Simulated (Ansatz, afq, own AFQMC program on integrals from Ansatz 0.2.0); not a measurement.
Two steps: Ansatz 0.2.0 writes the Fock matrix and Cholesky factors of the valence space, and afq projects on them the lowest state that overlaps trial and start.

```yaml
crystal:
  periodic: [false, false, false]
  atoms:
    - {symbol: Si, position_ang: [0.000000, -0.139453, 1.671406]}
    - {symbol: Ge, position_ang: [0.000000, 0.056604, -0.661833]}
    - {symbol: H, position_ang: [0.000000, 1.267918, 2.228287]}
    - {symbol: H, position_ang: [0.000000, -1.461483, -1.103914]}
basis:
  gaussian: {orbitals: cc-pVDZ}
magnetization: {spin_polarized: false, initial_magnetization: 2}
correlation: {method: ccsd_t, electrons: outside_noble_gas, hamiltonian_folder: ham}
```

```sh
$ ansatz run in.yaml --threads 1 --pin off --events-out ev --progress --plain --max-ram 1382MiB
```

afq runs on the folder ham with

```
--method free --trial cisd --walkers 60 --time-step 0.03 --max-blocks 80 --target-error 0.00038 --factor-cut 1e-05 --seed 2659 --times 0,0.21,0.42,0.81,1.2,1.8,2.4,3 --taylor-order 8
```

Times are imaginary, in 1/Eh. The walk had a cap of 1086 s. Filled inner d shells are frozen with the cores.

```
orbitals 36  electrons 6 4  factors 283 of 599
reference energy -2365.33985105 Eh
CCSD correlation -0.19297374 Eh in 13 cycles, weight of the determinant in the CISD state 0.7979
repeat  energy at the last time / Eh  error
    10  -2365.539231  0.000601
    20  -2365.541432  0.000982
    30  -2365.541185  0.000747
    40  -2365.541573  0.000644
    50  -2365.541866  0.000557
    60  -2365.541670  0.000503
    70  -2365.541560  0.000479
    80  -2365.541651  0.000439
time / (1/Eh)  energy / Eh  error  mean overlap
  0.00  -2365.532931  0.000181  1.2539
  0.21  -2365.535807  0.000183  1.2544
  0.42  -2365.537759  0.000201  1.2485
  0.81  -2365.539803  0.000250  1.2469
  1.20  -2365.541090  0.000239  1.2446
  1.80  -2365.541838  0.000350  1.2532
  2.40  -2365.541962  0.000382  1.2650
  3.00  -2365.541651  0.000439  1.3059
energy -2365.541651 +/- 0.000439 Eh
```

Estimate how long the walk took on 1 thread of AMD EPYC 9R45 96-Core Processor (Zen 5), on a shared host.

2.5 min of wall time.

The run passed its tests (error under three times the target), which doesn't prove that it has relaxed.

Against this walk (error 12.0 meV) on the same determinant: CCSD(T) 26.6 meV higher, CCSDT(Q) 45.8 meV lower. The error is statistical, and a free projection of finite length keeps a remainder of its start.

Cautions: remainder of the start not in the error; error above the target (12.0 against 10.3 meV); no relativity below Rb; no spin-orbit coupling; inner d shell frozen; lower spins were not checked; higher spins were not checked; strong correlation (T1 0.060, weight of the determinant 0.80, largest double 0.14).

CCSDT and higher add their correlation energy to the determinant of the CCSD(T) run, since their own runs factorise the integrals more tightly (a shift of under 2 meV). A walk keeps the symmetry of its determinant, which the program's search chose and which needn't be the lowest solution, so a lower state of the same spin and another symmetry isn't excluded.
